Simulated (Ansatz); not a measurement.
Input file:

```yaml
crystal:
  periodic: [false, false, false]
  atoms:
    - {symbol: Sb, position_ang: [0.000000, -0.023094, 0.000000]}
    - {symbol: H, position_ang: [0.000000, 1.394876, -0.920840]}
    - {symbol: H, position_ang: [0.000000, 1.394876, 0.920840]}
basis:
  gaussian: {orbitals: def2-SVP}
total_charge: 1
magnetization: {spin_polarized: false, initial_magnetization: 2}
correlation: {active_space: {ras: {orbitals: [11, 2, 23], electrons: 24, max_holes: 2, max_particles: 2}, fixed_orbitals: true}}
scf: {lower_state_search: light}
```

```sh
$ ansatz run in.yaml --threads 1 --pin off --events-out ev --progress --plain --max-ram 2393MiB
```

Roughly how long does this take on 1 thread of Arm Neoverse V1, shared host, and how much host memory?

18 s wall and 0.16 GiB.

```
436 factors; integrals over basis functions are off by at most 1.4e-3 eV
mean field evaluation 1: about -6530.2230 eV, gradient 7.9e0 eV
mean field evaluation 2: about -6530.2659 eV, gradient 7.8e0 eV
mean field evaluation 4: about -6530.7432 eV, gradient 1.0e0 eV
mean field evaluation 8: about -6530.7567 eV, gradient 5.1e-3 eV
mean field evaluation 16: about -6530.5656 eV, gradient 8.1e-1 eV
mean field evaluation 32: about -6530.6969 eV, gradient 1.2e-3 eV
mean field -6530.75671529 eV, -240.0008825809 hartree, gradient 1.2e-6 eV, S^2 2.000000; 6 other end points of the search recorded, 0 dependent functions left out
reference -6530.75671529 eV, -240.0008825809 hartree; 13, 11 occupied and 23, 25 virtual orbitals, 436 factors
state -6534.21263363 eV, -240.1278852377 hartree
Total energy: -6534.21263363 eV, -240.1278852377 hartree
```

Natural occupations: 1.9998 1.9997 1.9996 1.9996 1.9985 1.9985 1.9984 1.9984 1.9983 1.9603 1.9347 1.0025 0.9923 0.0448 0.0253 0.0080 0.0077 0.0072 0.0057 0.0051 0.0033 0.0029 0.0028 0.0018.
